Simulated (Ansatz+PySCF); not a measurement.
# Stretching singlet LiF

The Li–F distance is varied.

Basis set: STO-3G (spherical functions). Frozen core: 1 orbital. Charge 0, multiplicity 1.

Computed with Ansatz (development build ahead of 0.2.0), each point on the determinant that the search for low states chose. Each curve is measured from its own lowest point listed.

```
r(Li–F) (Å)  RHF-MP2 (eV)  PBE0 (restricted) (eV)  PBE0 (unrestricted) (eV)
      1.379         0.050                   0.054                     0.054
      1.455         0.000                   0.000                     0.000
      1.609         0.294                   0.269                     0.269
      1.685         0.554                   0.508                     0.508
      1.838         1.190                   1.083                     1.083
      1.915         1.543                   1.395                     1.395
      1.992         1.907                   1.713                     1.713
      2.068         2.273                   2.033                     2.033
      2.145         2.630                   2.351                     2.351
      2.221         2.968                   2.664                     2.664
      2.375         3.563                   3.267                     3.252
      2.451         3.819                   3.553                     3.480
      2.528         4.049                   3.827                     3.665
      2.604         4.256                   4.089                     3.820
      2.681         4.440                   4.336                     3.953
      2.757         4.602                   4.569                     4.067
      2.911         4.861                   4.991                     4.251
      2.987         4.959                   5.181                     4.326
      3.064         5.036                   5.358                     4.390
      3.140         5.092                   5.522                     4.445
      3.217         5.128                   5.674                     4.493
      3.294         5.143                   5.815                     4.534
      3.447         5.118                   6.067                     4.600
      3.677         4.956                   6.378                     4.667
      3.753         4.872                   6.467                     4.684
      3.830         4.776                   6.548                     4.699
```

(1) Give the RHF-CCSD curve at the same distances.

(2) Does any curve turn over at long distance?

## Answers

(1)

```csv
r (Å),E (eV)
1.379,0.019
1.455,0.000
1.609,0.350
1.685,0.627
1.838,1.254
1.915,1.571
1.992,1.872
2.068,2.143
2.145,2.371
2.221,2.550
2.375,2.775
2.451,2.845
2.528,2.904
2.604,2.955
2.681,3.002
2.757,3.044
2.911,3.118
2.987,3.150
3.064,3.177
3.140,3.202
3.217,3.224
3.294,3.243
3.447,3.273
3.677,3.305
3.753,3.313
3.830,3.319
```

(2) Yes: RHF-MP2 peaks near 3.29 Å and falls by 0.37 eV beyond.

Caution for RHF-MP2 at some points, RHF-CCSD at some points: large share of triples, a single reference is doubtful; the program doubts this total; large amplitudes, a single reference is doubtful. Caution for RHF-MP2 at some points, RHF-CCSD at some points, PBE0 (restricted) at some points: an unrestricted determinant lies well below. Caution for RHF-CCSD at some points: the amplitudes may be one of several solutions; very large amplitudes, the method is breaking down. Caution for PBE0 (restricted) at some points, PBE0 (unrestricted) at some points: charge can spread falsely over distant fragments. Caution for PBE0 (unrestricted) at some points: the unrestricted determinant is a mixture of spin states.
